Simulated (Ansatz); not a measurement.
## Si3P2: from a trial structure to a relaxed crystal

Theory: DFT PBE, scalar-relativistic, plane waves, PAW (Ansatz 0.2.0). Cutoff 420 eV, Γ-centred k mesh, Gaussian smearing, no spin polarisation in the final step.

The start puts Si3P2 on the sites of a reported Ga3Ni2 cell (P-3m1, No. 164), with P in place of Ni, Si in place of Ga, at a guessed volume.

```
Si P
1.0
     4.17304    0.00000    0.00000
    -2.08652    3.61396    0.00000
     0.00000    0.00000    5.03856
Si P
3 2
Cartesian
  0.0000 0.0000 0.0000
  0.0000 2.4093 3.1491
  2.0865 1.2047 1.8895
  0.0000 2.4093 0.6953
  2.0865 1.2047 4.3432
```

Steps on the 6×6×4 mesh (5 atoms). 12 of 12 steps are shown, and the free energy counts from the last. Trial steps that were taken back and renewals of the plane-wave basis can be among the rows.

| step | ΔF (meV/atom) | V (Å³/atom) | P (GPa) | largest force component (eV/Å) |
| --- | --- | --- | --- | --- |
| 1 | 290.5 | 15.20 | 4.87 | 0.754 |
| 2 | 261.5 | 15.69 | 1.65 | 1.134 |
| 3 | 176.2 | 16.92 | -3.40 | 1.245 |
| 4 | 122.2 | 17.76 | -4.75 | 0.415 |
| 5 | 71.8 | 16.53 | -0.59 | 0.490 |
| 6 | 42.8 | 15.77 | 2.08 | 0.601 |
| 7 | 18.2 | 15.56 | 2.82 | 0.436 |
| 8 | 1.6 | 16.23 | -0.43 | 0.184 |
| 9 | 7.5 | 16.08 | 1.39 | 0.451 |
| 10 | 0.7 | 16.19 | -0.03 | 0.059 |
| 11 | 0.3 | 16.20 | -0.01 | 0.012 |
| 12 | 0.0 | 16.20 | 0.02 | 0.011 |

A final relaxation ran on a 12×12×8 mesh. The relaxed crystal, P-3m1 (No. 164):

```cif
data_structure
_symmetry_space_group_name_H-M 'P-3m1'
_symmetry_Int_Tables_number 164
_cell_length_a 4.3194
_cell_length_b 4.3194
_cell_length_c 4.9525
_cell_angle_alpha 90.000
_cell_angle_beta 90.000
_cell_angle_gamma 120.000
_cell_volume 80.02
loop_
_atom_site_label
_atom_site_type_symbol
_atom_site_symmetry_multiplicity
_atom_site_Wyckoff_symbol
_atom_site_fract_x
_atom_site_fract_y
_atom_site_fract_z
_atom_site_occupancy
Si1 Si 1 a 0.00000 0.00000 0.00000 1
Si2 Si 2 d 0.33333 0.66667 0.75077 1
P1 P 2 d 0.33333 0.66667 0.24660 1
```

| Quantity | Value |
| --- | --- |
| Volume per atom | 16.00 Å³ |
| Density | 3.03 g/cm³ |
| Energy over the elements | 0.35 eV/atom |
| Gap on the 12×12×8 mesh | 0 eV (a metal) |

Formation energies are uncorrected and refer to the elements' standard structures at the same level.

The final run used a 12×12×8 mesh on its 5-atom cell and 0.10 eV smearing. For metals, differences of a few meV/atom aren't resolved.

A structure relaxed within its symmetry needn't be a true minimum.

Cost: 3 runs of about 1.8 core-minutes in all, on Arm Neoverse V1 (shared hosts).